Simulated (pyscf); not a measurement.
A first-order saddle from PySCF, ωB97X-D3(BJ)/def2-SVP:

```
Si
F 1 1.6365
F 1 1.6515 2 99.53
H 1 1.4776 2 116.77 3 -103.25
F 1 1.7956 4 89.26 3 -165.02
H 1 1.5839 4 135.29 5 71.30
N 6 1.9880 1 103.29 4 -117.59
F 7 1.2836 6 101.17 1 120.18
F 7 1.2851 8 105.98 5 84.93
```
Charge 0, spin multiplicity 1.

Surface: singlet, charge 0. Lowest wavenumbers (cm⁻¹): 759i, 59, 83, 126, 244.

Task: Which two sides does it connect, and which bonds change?

Result: F–N(F)–F + F–SiH₂–F ⇌ F–SiH(F)–F + F–NH–F, a four-centre exchange read from left to right: F–N, H–Si broken and F–Si, H–N formed. At ωB97M-D3(BJ)/def2-TZVP it lies +59.6 kcal/mol from the left side (each side as separated species at their lowest minima found). One saddle was located; it need not be the lowest between these sides. One closed-shell reference is unstable to symmetry breaking; treat the single-reference values with care.
